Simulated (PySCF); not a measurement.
**SF under other conditions**

One physical setting of the base script is moved in each run, with the edits that it forces.

Method: each script names its method and basis; program: PySCF 2.14.0.

1 further run of the same task is left out (it didn't finish).

## Step 1: The system as given

SF: 2 atoms, charge 0, spin multiplicity 2.

Bond lengths: S1–F2 1.600 Å.

## Step 2: Base script

Contents of input.py:

```python
from pyscf import gto, scf, cc

mol = gto.M(
    atom='S 0 0 0; F 0 0 1.6',
    basis='jorge-dzp',
    charge=0,
    spin=1,
    verbose=4,
)
mf = scf.UHF(mol)
mf.kernel()
mycc = cc.CCSD(mf, frozen=6)
mycc.kernel()
mf.dip_moment()
print('orbital energies (hartree):', [e[max(0, n-3):n+3].round(4) for e, n in zip(mf.mo_energy, mol.nelec)])
```

Started as:

```bash
OMP_NUM_THREADS=1 python input.py
```

The log of this run is left out.

It gives: E(SCF) = -496.928230 Eh, 12 cycles, E(CCSD) − E(SCF) = -0.30648 Eh, ⟨S²⟩ = 0.761, μ = 1.53 D (of the SCF density).

The bond length is a typed value, not an optimised one.

## Step 3: Bond 1.792 Å

Run 1 changes bond length: 1.6 Å → 1.792 Å.

Contents of input.py:

```python
from pyscf import gto, scf, cc

mol = gto.M(
    atom='S 0 0 0; F 0 0 1.792',
    basis='jorge-dzp',
    charge=0,
    spin=1,
    verbose=4,
)
mf = scf.UHF(mol)
mf.kernel()
mycc = cc.CCSD(mf, frozen=6)
mycc.kernel()
mf.dip_moment()
print('orbital energies (hartree):', [e[max(0, n-3):n+3].round(4) for e, n in zip(mf.mo_energy, mol.nelec)])
```

Started as:

```bash
OMP_NUM_THREADS=1 python input.py
```

## Step 4: Lengths in bohr

Run 2 changes length unit: angstrom → bohr; bond length: 1.6 Å → 1.6 bohr.

input.py: that of step 2 with these lines changed.

```diff
@@ -7,2 +7,3 @@
     spin=1,
+    unit='bohr',
     verbose=4,
```

## Step 5: Electric field -0.01 a.u.

Run 3 changes electric field: none → -0.01 a.u.

input.py: that of step 2 with these lines changed.

```diff
@@ -10,2 +10,7 @@
 mf = scf.UHF(mol)
+field = -0.01  # electric field along z, atomic units
+h = mf.get_hcore() + field*mol.intor('int1e_r')[2]
+mf.get_hcore = lambda *args: h
+e_nuc = mol.energy_nuc() - field*mol.atom_charges() @ mol.atom_coords()[:, 2]
+mf.energy_nuc = lambda *args: e_nuc
 mf.kernel()
```

## Step 6: Quartet

Run 4 changes spin (2S): 1 → 3.

input.py: that of step 2 with these lines changed.

```diff
@@ -6,3 +6,3 @@
     charge=0,
-    spin=1,
+    spin=3,
     verbose=4,
```

Before running it: what results should come out? Wanted: for each run, E(SCF); from base; gap, α spin; SCF dipole; after the SCF.

The runs gave:

```tsv
run	E(SCF) (hartree)	from base (eV)	cycles	gap, α spin (eV)	SCF dipole (D)	after the SCF
base	-496.928230	0	12	14.05	1.53	CCSD correlation -8.340 eV, core frozen
bond 1.792 Å	-496.913947	+0.3887	14	12.99	2.54	CCSD correlation -8.564 eV, core frozen
lengths in bohr (poor choice)	-494.645477	not comparable	10	13.25	3.59	CCSD correlation -7.216 eV, core frozen
electric field -0.01 a.u.	-496.935098	-0.1869	12	14.06	1.96	CCSD correlation -8.304 eV, core frozen
quartet	-496.831867	+2.6222	11	21.02	1.77	CCSD correlation -8.126 eV, core frozen
```

In words: Of the runs whose energies can be compared, “quartet” moves the SCF energy most (+2.622 eV). The quartet solution found lies 2.62 eV above the base doublet at this geometry and level. Rows marked «poor choice» come from settings spoiled on purpose.
